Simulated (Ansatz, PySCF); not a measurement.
Bond stretch in LiH, singlet.

RKS-CAM-B3LYP = restricted CAM-B3LYP/def2-SVP in Ansatz (a first-principles code); RHF/STO-3G = restricted Hartree-Fock/STO-3G (PySCF 2.14.0); UCCSD = CCSD on UHF/def2-SVP, frozen core in Ansatz; RHF/LANL2DZ = PySCF 2.14.0 with restricted Hartree-Fock/LANL2DZ.

Energies are in kcal/mol, each relative to the lowest point of its own curve near equilibrium.

```csv
R / Å,RKS-CAM-B3LYP,RHF/STO-3G,UCCSD,RHF/LANL2DZ
1.19,20.7,18.8,22.4,25.5
1.26,12.6,10.6,14.0,16.5
1.35,5.8,4.0,6.7,8.4
1.47,1.2,0.2,1.6,2.4
1.51,0.5,0.0,0.7,1.3
1.52,0.3,0.0,0.6,1.1
1.60,0.0,1.0,0.0,(withheld)
1.64,0.2,1.9,0.1,0.0
1.69,0.8,3.5,0.5,0.2
1.74,1.6,(withheld),1.2,0.8
1.87,4.7,12.2,3.8,3.4
2.00,8.8,20.4,7.3,7.2
2.16,14.4,31.8,12.2,12.9
2.44,24.9,(withheld),21.1,23.9
2.65,32.7,(withheld),27.4,32.4
2.91,41.9,89.3,34.2,42.6
3.21,51.4,(withheld),40.3,53.6
3.52,60.1,127.9,44.7,63.9
3.92,69.6,146.5,47.9,75.7
4.35,77.9,161.0,49.5,86.7
4.73,83.8,170.2,50.1,95.1
5.53,92.8,182.1,50.6,109.3
6.27,98.0,188.0,50.7,(withheld)
```

Problem. Fill in the missing entries.

Solution. 
- 1.60, RHF/LANL2DZ: 0.1
- 1.74, RHF/STO-3G: 5.5
- 2.44, RHF/STO-3G: 53.3
- 2.65, RHF/STO-3G: 69.8
- 3.21, RHF/STO-3G: 109.8
- 6.27, RHF/LANL2DZ: 118.6

The restricted form behind RKS-CAM-B3LYP, RHF/STO-3G, RHF/LANL2DZ keeps the bonding electrons paired and can't separate into open-shell fragments. The unrestricted determinant behind UCCSD is spin-contaminated at 2.44 to 6.27 Å (<S²> up to 1.0, against 0.00 for a pure singlet). With two correlated electrons CCSD is exact in the basis where it finds the lowest root (UCCSD).
